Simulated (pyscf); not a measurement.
H₃C–Zn–SH + H atom (H•) → [H₃C–Zn]• + H₂S (substitution at S; doublet surface; S–Zn broken, H–S formed). Structures and frequencies: ωB97X-D3(BJ)/def2-SVP in PySCF. Energies in kJ/mol from the separated reactants.

```json
[
 {"level": "ωB97X-D3(BJ)/def2-TZVP", "barrier": "26.2", "reaction energy": "-12.0"},
 {"level": "B3LYP-D3(BJ)/def2-TZVP", "barrier": "-4.6", "reaction energy": "-46.7"},
 {"level": "PBE0-D3(BJ)/def2-TZVP", "barrier": "___", "reaction energy": "-26.8"},
 {"level": "M06-2X/def2-TZVP", "barrier": "18.4", "reaction energy": "-37.5"},
 {"level": "ωB97M-D3(BJ)/def2-TZVP", "barrier": "21.4", "reaction energy": "-33.6"},
 {"level": "HF/def2-TZVP", "barrier": "___", "reaction energy": "___"}
]
```

Question: What belongs in the gaps?

Answer: 
- PBE0-D3(BJ)/def2-TZVP, barrier: 4.9
- HF/def2-TZVP, barrier: 72.1
- HF/def2-TZVP, reaction energy: -35.7

At B3LYP-D3(BJ) this geometry lies under the reactants; that is no barrier but a single point on another level's saddle; such a level's own saddle, if it has one, lies nearer that side and is low. This is the saddle that the search found; another between the same sides may lie lower. The angle at the attacked S is 178°. Elements up to Kr have no core potential and no relativistic terms here.
